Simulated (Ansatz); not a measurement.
Rutile CrO₂ was calculated with PBE-D4 in Ansatz (PAW).

Numerical settings: plane-wave cutoff 500 eV, 10×10×14 k mesh (along the axes of the cell as run), Fermi–Dirac smearing 0.05 eV, spin-polarised with parallel moments, scalar-relativistic PAW data made under PBE.

Cell (relaxed at this level):

```
CrO2
1.0
    4.40711     0.00000     0.00000
    0.00000     4.40711     0.00000
    0.00000     0.00000     2.90711
Cr O
2 4
Direct
  0.00000   0.00000   0.00000
  0.50000   0.50000   0.50000
  0.30317   0.30317   0.00000
  0.80317   0.19683   0.50000
  0.19683   0.80317   0.50000
  0.69683   0.69683   0.00000
```

Q: Predict the magnetic moment (largest site, within a sphere).

A: 
* **magnetic moment (largest site, within a sphere)**: 1.72 μB

Moments are spin moments.

The result took about 5 core-minutes (a rough figure).

Ansatz is a first-principles code.
